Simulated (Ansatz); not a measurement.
# Two structures, one formula

The two ends of one reaction step of SiNH$_{7}$, closed shell (PBE0-D4/def2-TZVP).

A:

```tsv
atom	x (Å)	y (Å)	z (Å)
Si1	-0.7445	-0.0709	0.9717
H2	2.9235	0.1308	-1.1354
H3	-0.0407	-1.2868	1.4540
H4	-2.1625	-0.1620	1.4322
H5	-0.1556	1.1491	1.5809
H6	2.1798	0.1149	-1.0499
N7	-0.5155	0.0294	-0.7326
H8	-0.7777	0.8736	-1.2166
H9	-0.7070	-0.7781	-1.3043
```

B:

```xyz
9
angstrom
Si 0.3150 -0.2485 1.3915
H 1.3807 -0.8849 0.5807
H 0.6403 -0.5040 2.8272
H -1.0108 -0.8575 1.1274
H 0.2889 1.2220 1.2030
H 0.4552 0.6414 -2.0153
N -0.3429 0.2700 -1.5146
H -1.0972 0.9390 -1.6107
H -0.6292 -0.5775 -1.9892
```

Program: Ansatz 0.2.0. Basis: def2-TZVPP. Cores are frozen in the correlated methods. B3LYP uses VWN-RPA correlation.

**Question.** Which structure is lower at CCSD(T), and by how much? (To be estimated.)

**Answer.** By the calculation: A, by 10.2 kJ/mol (electronic energy, against the other). By their contacts, A is a complex of SiNH₅ ([NH2][SiH3]) + H₂ and B is a complex of SiH₄ + NH₃.

All methods give the same order:

| method | E(B) − E(A) (kJ/mol) |
| --- | --- |
| SPW92 | 5.4 |
| PBE-D4 | 8.1 |
| BLYP-D4 | 12.6 |
| r2SCAN-D4 | 13.2 |
| B97M-V | 7.4 |
| PBE0-D4 | 8.1 |
| B3LYP-D4 | 11.9 |
| r2SCAN0-D4 | 12.1 |
| BHLYP-D4 | 11.2 |
| CAM-B3LYP-D4 | 11.9 |
| wB97X-V | 10.6 |
| wB97M-V | 11.0 |
| B2PLYP | 13.1 |
| PBE-QIDH | 11.6 |
| RPA on PBE | 8.8 |
| HF | 9.5 |
| MP2 | 17.1 |
| CCSD | 9.0 |
| CCSD(T) | 10.2 |

The T1 diagnostic stays at or below 0.010.

Labels in which every atom is bracketed show which atoms are joined, not bond orders.

For scale, one of the runs: CCSD(T)/def2-TZVPP, 171 basis functions, launched by `ansatz run in.yaml --threads 2 --pin off --events-out ev --progress --plain --max-ram 4352MiB`. The run took 7.5 s on 2 CPU threads of an Intel Xeon 6975P-C (shared host), with 1.5 GiB of host memory at its peak.
